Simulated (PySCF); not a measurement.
Molecule: SMILES CC1CC1, C₄H₈.

Cartesian coordinates in Å; atom numbers follow the order of the lines, from 1:
```xyz
12

C     1.4092   -0.0320    0.4705
C     0.2333   -0.1721   -0.4587
C    -1.0922   -0.6506    0.0558
C    -0.9232    0.7795   -0.3709
H     1.9477   -0.9868    0.5851
H     1.0837    0.2883    1.4731
H     2.1280    0.7166    0.1001
H     0.4939   -0.5070   -1.4693
H    -1.6913   -1.3125   -0.5757
H    -1.1778   -0.8596    1.1266
H    -1.4060    1.1080   -1.2955
H    -0.8898    1.5455    0.4099
```

Geometry PBE0-D3(BJ)/def2-SVP throughout; GIAO in PySCF 2.14, gas phase, one conformer, non-relativistic; equivalent atoms averaged; basis pcSseg-2.

For orientation, wB97X-D gives these absolute shieldings σ: C1 162.8, C3/C4 176.8, C2 176.6, H5/H6/H7 30.36, H8 30.75, H9/H11 30.91, H10/H12 31.34 ppm.

A run gave: C1 167.8, C3/C4 180.8, C2 181.1, H5/H6/H7 30.35, H8 30.68, H9/H11 30.84, H10/H12 31.23 ppm (absolute shieldings σ).

Which functional was used in that run?
A. BP86
B. HF
C. KT3
D. LC-wPBE

Results:

D. C2 tells them apart best: LC-wPBE gives 181.1, HF gives 188.0, BP86 gives 170.0, KT3 gives 173.1 ppm.
